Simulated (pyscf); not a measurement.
Concerted fragmentation: H₃C–O⁻ + acetylene (HC≡CH) -> formaldehyde (H₂C=O) + hydrogen (H₂) + C⁻≡CH

Gas phase, singlet surface, charge -1. Bonds broken: C1–H3, C6–H8. Bonds formed: H3–H8. PySCF, gas phase, ωB97X-D3(BJ)/def2-SVPD geometries.

Transition state (Å):

```xyz
9

C      0.6448     0.4416    -0.6409
O      1.7134     0.6698    -1.2069
H      0.6911     0.4333     1.1753
H     -0.1340     1.2249    -0.4997
H      0.2440    -0.5899    -0.5176
C     -1.7169    -0.0733     1.3250
C     -2.8991    -0.3242     1.5556
H     -0.2473     0.2352     1.3033
H     -3.9350    -0.5439     1.7470
```

One imaginary mode, 850i cm⁻¹; descent along it reached the two sides named, in the forms told below.

| bond | change | reactant side (Å) | saddle | product side |
|---|---|---|---|---|
| C1–H3 | breaks | 1.144 | 1.817 | 3.2 |
| C6–H8 | breaks | 1.083 | 1.502 | 2.470 |
| H3–H8 | forms | 2.067 | 0.968 | 0.775 |

Electronic energies relative to the separated reactants (kcal/mol):

```tsv
level	barrier	reaction energy	reverse barrier
ωB97X-D3(BJ)/def2-TZVPD	21.1	+24.7	-3.7
PBE/def2-TZVPD	15.3	+28.5	-13.2
r²SCAN/def2-TZVPD	16.1	+26.8	-10.7
B3LYP-D3(BJ)/def2-TZVPD	17.6	+25.2	-7.6
PBE0-D3(BJ)/def2-TZVPD	18.2	+28.9	-10.7
M06-2X/def2-TZVPD	20.8	+24.2	-3.4
ωB97M-D3(BJ)/def2-TZVPD	19.6	+23.4	-3.8
HF/def2-TZVPD	30.5	+16.2	14.2
```

With ωB97M-D3(BJ)/def2-TZVPD energies and thermal terms (ideal gas, 1 atm, RRHO with modes under 100 cm⁻¹ raised to 100, one conformer, R ln 2 for chiral ones without a mode under 150 cm⁻¹), in kcal/mol:

```tsv
T (K)	ΔH‡	ΔG‡	ΔH	ΔG
298	16.2	23.1	+18.2	+8.8
600	17.0	29.8	+19.3	-1.3
900	17.7	36.1	+19.4	-11.7
1200	18.5	42.1	+19.1	-22.1
```

On the reactant side the descent ends in a complex, 6.8 kcal/mol under the separated species and 27.9 kcal/mol under the saddle at ωB97X-D3(BJ)/def2-TZVPD. On the product side the descent ends in a bound adduct, 16.0 kcal/mol under the separated species and 12.3 kcal/mol under the saddle at ωB97X-D3(BJ)/def2-TZVPD. At ωB97X-D3(BJ)/def2-TZVPD, PBE, r²SCAN, B3LYP-D3(BJ), PBE0-D3(BJ), M06-2X, ωB97M-D3(BJ) the saddle lies under the separated products, which points to a path from their complex (located at ωB97X-D3(BJ) alone), and parting the products costs more than the saddle. One saddle was located; it need not be the lowest between these sides.
